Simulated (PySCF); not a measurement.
Gas-phase reaction: AlCl3 + F + AlClF ⇌ 2 AlCl2F, at 800 K and a standard pressure of 1 bar. Level: PBE0/def2-QZVP†.

Method: PySCF energies plus ideal-gas RRHO corrections (1 bar). † marks an energy on the PBE0/def2-TZVP geometry and frequencies. Open shells (unrestricted): F (multiplicity 2, electronic degeneracy 6), AlClF (multiplicity 2); the rest are closed-shell singlets. Spin-orbit splitting is ignored; it lowers the true energy and changes the entropy of F. The harmonic model lacks anharmonicity and excited electronic states, which grow with temperature; levels with a mode under 35 cm⁻¹ are left out.

```
species       E (Ha)  H(800 K) − E (kJ/mol)  S°(800 K) (J/mol/K)
-------  -----------  ---------------------  -------------------
AlCl3    -1622.77628                   68.3                389.9
F          -99.68127                   16.6                181.0
AlClF     -802.31203                   48.3                335.9
AlCl2F   -1262.50411                   69.1                385.2
```
E: electronic energy; H − E holds the zero-point and thermal terms. 1 Ha = 2625.5 kJ/mol.

Problem. Work out ΔH°, ΔS°, ΔG° and log10 K from these numbers.

Solution. 1. ΔE = 2×(-1262.50411) − 1×(-1622.77628) − 1×(-99.68127) − 1×(-802.31203) = -0.23864 Ha = -626.5 kJ.
2. Δ(H − E) = 2×(69.1) − 1×(68.3) − 1×(16.6) − 1×(48.3) = 5.0 kJ, so ΔH° = -621.5 kJ.
3. ΔS° = 2×(385.2) − 1×(389.9) − 1×(181.0) − 1×(335.9) = -136.4 J/K; the number of gas molecules changes by -1.
4. ΔG° = ΔH° − TΔS° = -621.5 − 800×(-136.4)/1000 = -512.4 kJ.
5. log10 K = −ΔG°/(RT ln 10) = 33.45, with RT ln 10 = 15.32 kJ/mol; at standard pressures the products are favoured.
6. A shift of 10 kJ in ΔE would move log10 K by 0.65 here.
For scale, ΔH°(298 K) is -621 kJ at this level, -648 kJ at ωB97M-V/def2-TZVP†, and runs from -714 to -478 kJ over the 20 levels computed; the NASA 1993 table gives -587 kJ (entries not checked at source). After a fit of one offset per element over all species, the range-separated, M06-2X, PBE0/def2-QZVP and CCSD(T)/def2-TZVPP enthalpies, where run, lie to one side of the table for AlClF (+54 kJ/mol): a fault of the table's entry, another state or a shared error of the levels is possible; this was not checked at source.
